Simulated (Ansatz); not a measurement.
A calculation with Ansatz (development build ahead of 0.2.0).

```yaml
crystal:
  periodic: [false, false, false]
  atoms:
    - { symbol: B, position_ang: [-0.00035, 0.0101, 0.06841] }
    - { symbol: H, position_ang: [1.20852, 0.05004, -0.00621] }
    - { symbol: H, position_ang: [-0.59291, 1.00022, -0.07002] }
    - { symbol: H, position_ang: [-0.64352, -0.98018, -0.00341] }
basis:
  gaussian: { orbitals: aug-cc-pVDZ }
hamiltonian:
  xc: hf
correlation:
  method: mp2
  frozen_orbitals: { B: 1, H: 0 }
```

The input is written out in the form of the current development build from the run's settings.

Results

* Converged: yes
* Reference energy: -26.38766 hartree
* Correlation energy: -0.09543 hartree
* Total energy: -26.48309 hartree
* Spin squared of the determinant: 0.000
